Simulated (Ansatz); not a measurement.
Relaxation of H₃NSSi (6 atoms, charge 0, multiplicity 1), to a largest force component of 0.015 eV/Å in at most 40 steps.

Theory: RKS B3LYP-D4/def2-TZVP (Ansatz).

```xyz
6
Properties=species:S:1:pos:R:3
N -1.133 0.035 -0.757
Si -0.296 -0.974 0.229
S 1.363 0.221 0.757
H -2.134 0.096 -0.432
H -1.279 -0.334 -1.705
H 2.012 -0.673 1.539
```

**Question.** Where does it end, and by what steps?

**Answer.** The run converged. After 13 steps the energy has fallen by 1.036 eV; H5 moved furthest, 0.83 Å.

```tsv
step	energy less start (eV)	largest force component (eV/Å)	accepted
0	0.0000	3.542	yes
1	-0.2342	2.024	yes
2	-0.4017	0.996	yes
3	-0.5645	0.965	yes
4	-0.7153	1.347	yes
5	-0.9390	0.795	yes
6	-0.9940	0.327	yes
7	-0.9890	0.483	no
8	-1.0308	0.157	yes
9	-1.0333	0.205	yes
10	-1.0357	0.038	yes
11	-1.0359	0.026	yes
12	-1.0359	0.016	yes
13	-1.0359	0.004	yes
```

```xyz
6
Properties=species:S:1:pos:R:3
N -1.287 -0.176 -0.660
Si -0.539 -0.772 0.763
S 1.485 -0.101 0.312
H -2.276 -0.310 -0.806
H -0.856 0.322 -1.426
H 2.006 -0.593 1.447
```

Whether the end is a true minimum wasn't checked by a vibrational analysis.

The run took 15 s on 2 threads of Intel(R) Xeon(R) 6975P-C (Granite Rapids), on a shared host, peak memory 0.22 GiB.
